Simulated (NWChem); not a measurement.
**PBE0/6-31G(d) (density fitting with weigend coulomb fitting, spherical functions) run of SiHClO (SMILES O[Si]Cl)**

What is the vertical ionisation energy of SiHClO at PBE0/6-31G* (density fitting with weigend coulomb fitting, spherical functions)? 

The calculation is run with NWChem 7.3.0.

## Step 1: Starting point

SiHClO has 4 atoms, charge 0, and is taken as a singlet. As SMILES, `O[Si]Cl`. The shape is that of a PBE0-D4/def2-TZVP optimisation.

Bond lengths: O1–Si2 1.637 Å, Si2–Cl3 2.110 Å, O1–H4 0.963 Å. Angles: O1–Si2–Cl3 101.3°, Si2–O1–H4 120.4°.

## Step 2: The energy at PBE0/6-31G(d) (density fitting with weigend coulomb fitting, spherical functions)

Contents of a.nw:

```
start a
title "ClHOSi PBE0"
memory 2200 mb

geometry units au noautosym nocenter noautoz
   O  -1.72305228  0.85075470 -0.58335845
   Si -0.82051908 -1.49231672  1.22265280
   Cl  3.14129174 -1.32469801  0.79633059
   H  -0.49284057  1.85268749 -1.47398638
end

basis spherical bse
   * library 6-31G*
end

basis "cd basis" spherical
   * library "weigend coulomb fitting"
end

dft
   xc pbe0
   grid fine
   convergence energy 1e-08
   maxiter 100
   mulliken
   print low
end

task dft energy
```

Started as:

```
$ nwchem a.nw > a.out
```

The log of the run:

```text
[...]
 d= 0,ls=0.0,diis     1   -825.1167442683 -9.57D+02  2.08D-02  5.45D-01     0.7
[...]
 d= 0,ls=0.0,diis     8   -825.1812116642 -9.29D-09  4.62D-06  6.13D-08     3.4
         Total DFT energy =     -825.181211664172
      One electron energy =    -1402.580378737519
           Coulomb energy =      503.790229075804
    Exchange-Corr. energy =      -57.818890358570
 Nuclear repulsion energy =      131.427828356114
[...]
      Total Density - Mulliken Population Analysis
     ---------------------------------------------
    Atom       Charge   Shell Charges
 -----------   ------   -------------------------------------------------------
    1 O    8     8.69   2.00  0.90  2.92  0.93  1.92  0.02
    2 Si  14    13.42   2.00  2.00  5.96  1.22  1.23  0.61  0.22  0.19
    3 Cl  17    17.34   2.00  2.00  5.97  1.39  3.62  0.58  1.76  0.01
    4 H    1     0.55   0.46  0.09
[...]
```

It took 4.2 s on 1 thread of Intel Xeon 6975P-C (Granite Rapids), shared host; peak memory 0.12 GiB.

## Step 3: The doublet cation

Contents of nw.xyz:

```xyz
4
ClHOSi PBE0
O     -0.911800     0.450200    -0.308700
Si    -0.434200    -0.789700     0.647000
Cl     1.662300    -0.701000     0.421400
H     -0.260800     0.980400    -0.780000
```

Contents of nw.nw:

```
start nw
title "ClHOSi PBE0"
memory total 2200 mb
charge 1

geometry units angstrom noautosym nocenter noautoz
load format xyz nw.xyz
end

basis spherical bse
* library 6-31G*
end

basis "cd basis" spherical
* library "weigend coulomb fitting"
end

dft
xc pbe0
mult 2
grid fine
convergence energy 1e-08
iterations 100
mulliken
noprint "final vectors analysis"
end

task dft energy
```

Started as:

```
$ nwchem nw.nw > nw.out
```

The log of the run:

```text
[...]
          Wavefunction type:  spin polarized.
          No. of atoms     :     4
          No. of electrons :    39
[...]
          Charge           :     1
          Spin multiplicity:     2
[...]
          AO basis - number of functions:    52
[...]
              XC Information
              --------------
                         PBE0 Method XC Functional
                     Hartree-Fock (Exact) Exchange  0.250
          PerdewBurkeErnzerhof Exchange Functional  0.750
            Perdew 1991 LDA Correlation Functional  1.000 local
           PerdewBurkeErnz. Correlation Functional  1.000 non-local
[...]
 d= 0,ls=0.0,diis     1   -824.6055203258 -9.56D+02  2.22D-02  4.47D-01     0.8
[...]
 d= 0,ls=0.0,diis    13   -824.8141941069 -6.64D-09  5.04D-07  2.63D-10     7.3
[...]
         Total DFT energy =     -824.814194106864
      One electron energy =    -1391.671344836836
           Coulomb energy =      492.923633125168
    Exchange-Corr. energy =      -57.494320154368
 Nuclear repulsion energy =      131.427837759172
[...]
      Total Density - Mulliken Population Analysis
     ---------------------------------------------
    Atom       Charge   Shell Charges
 -----------   ------   -------------------------------------------------------
    1 O    8     8.61   2.00  0.91  2.91  0.93  1.84  0.02
    2 Si  14    12.90   2.00  2.00  5.96  1.14  1.27  0.21  0.12  0.20
    3 Cl  17    17.01   2.00  2.00  5.97  1.44  3.55  0.54  1.49  0.02
    4 H    1     0.48   0.44  0.05
[...]
      <S2> =      0.7565 (Exact =     0.7500)
[...]
```

Run time: 8.1 s. Hardware: 1 thread of Intel Xeon 6975P-C (Granite Rapids), shared host; peak memory 0.12 GiB.

## Step 4: What came out

At PBE0/6-31G* (density fitting with weigend coulomb fitting, spherical functions):

| quantity | value |
| --- | --- |
| singlet SiHClO: total energy | -825.18121 Eh |
| doublet cation: total energy | -824.81419 Eh |
| doublet cation: ⟨S²⟩ | 0.756 |
| vertical ionisation energy (to the doublet cation) | 9.987 eV |

In words: Removing an electron at fixed nuclei costs 9.99 eV (964 kJ/mol). Mulliken charges (doublet cation) run from -0.61 on O1 to +1.10 on Si2; they depend strongly on the basis.
